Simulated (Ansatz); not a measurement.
How far each method lies from UCCSDT(Q) for BS⁺, triplet

Geometry: a point of a stretch scan, not a stationary point.

```tsv
atom	x (Å)	y (Å)	z (Å)
B	0.0000	0.0000	0.0000
S	0.0000	0.0000	4.6160
```

Basis cc-pVTZ; Ansatz 0.2.0. Only valence electrons are correlated (noble-gas cores frozen), which leaves 8 electrons in 58 orbitals. Prefix R: restricted or restricted open-shell reference; prefix U: unrestricted. Active spaces: pair = (4e, 4o) about the gap; valence = (8e, 8o) chosen from the atoms' valence shells.

Full CI isn't at hand for all of this; UCCSDT(Q) serves as the reference, and is uncertain by about the last step of the cluster series. The frozen core follows each run's orbitals, which can shift R against U totals by a few meV.

For open shells CISD is restricted-active-space CI with the open shells as a complete middle space.

The UHF ⟨S²⟩ is 2.013. The T1 diagnostic (RCCSD) is 0.0175. The largest doubles amplitude (RCCSD) is 0.150. The T1 diagnostic (UCCSD) is 0.0115.

```csv
level,E − E(UCCSDT(Q)) (mEh),share of correlation (%),wall time
RHF,210.79,0.00,–
UHF,204.98,2.76,–
RMP2,51.06,75.78,–
UMP2,52.29,75.19,–
CISD,21.66,89.72,3.6 s
RCCSD,5.94,97.18,–
UCCSD,5.70,97.30,–
RCCSD(T),1.00,99.53,6 s
UCCSD(T),0.95,99.55,13 s
BCCD(T),0.99,99.53,6.5 s
RCCSDT,0.20,99.91,–
UCCSDT,0.14,99.94,–
RCCSDT(Q),0.05,99.98,92 s
CASSCF (valence space),153.21,27.31,–
NEVPT2 (valence space),37.26,82.32,3.5 s
MRCISD (valence space),10.97,94.79,–
MRCISD+Q (valence space),1.01,99.52,5 s
```

The correlation energy at UCCSDT(Q), counted from RHF, is -5.736 eV. That run took 98 s on 1 thread of Arm Neoverse V1, shared host.

Run but not shown, since their state or frozen core can't be matched to the reference's or they repeat it: CASSCF (pair space), NEVPT2 (pair space).

Times hold each run's SCF and search for its determinant on a shared host, so for small cases they say little of a method's own cost; they ran on 1 thread of Arm Neoverse V1.

Natural occupations of CASSCF (valence space) about the gap: 2.000 2.000 1.830 1.000 1.000 0.057 0.057 0.056; effectively unpaired electrons, Σ n²(2−n)², 2.13.
